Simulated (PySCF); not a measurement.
Gas-phase reaction: P₂ ⇌ 2 P

Method: PySCF energies (xtb for GFN2) plus ideal-gas RRHO corrections (1 bar). Table values come from the NASA 1993 polynomials. † marks an energy on the PBE0/def2-TZVP geometry and frequencies; other levels use their own. CCSD(T) freezes the core. Open shells (unrestricted): P (multiplicity 4); the rest are closed-shell singlets. GFN2 has no spin-polarisation term. CCSD(T) isn't extrapolated to the basis-set limit; its ΔH°(298 K) is 385.2 kJ in def2-SVP and 438.6 kJ in def2-TZVPP. The harmonic model lacks anharmonicity and excited electronic states, which grow with temperature; levels with a mode under 35 cm⁻¹ are left out. The table's entry may be an old estimate for P₂ (not checked at source).

| level | ΔH°(298 K), kJ | minus table | ΔG°(1200 K), kJ |
|---|---|---|---|
| table | 489.1 | - | 353.8 |
| BLYP/def2-TZVP† | 506.3 | 17.2 | 370.2 |
| CCSD(T)/def2-SVP† | 385.2 | -103.9 | 249.2 |
| GFN2-xTB | 674.9 | 185.8 | 538.7 |
| PBE/def2-SVP | 497.5 | 8.4 | 362.1 |
| PBE0/def2-SVP† | 449.2 | -39.9 | 313.1 |
| ωB97X-V/def2-TZVP† | 491.6 | 2.5 | 355.5 |
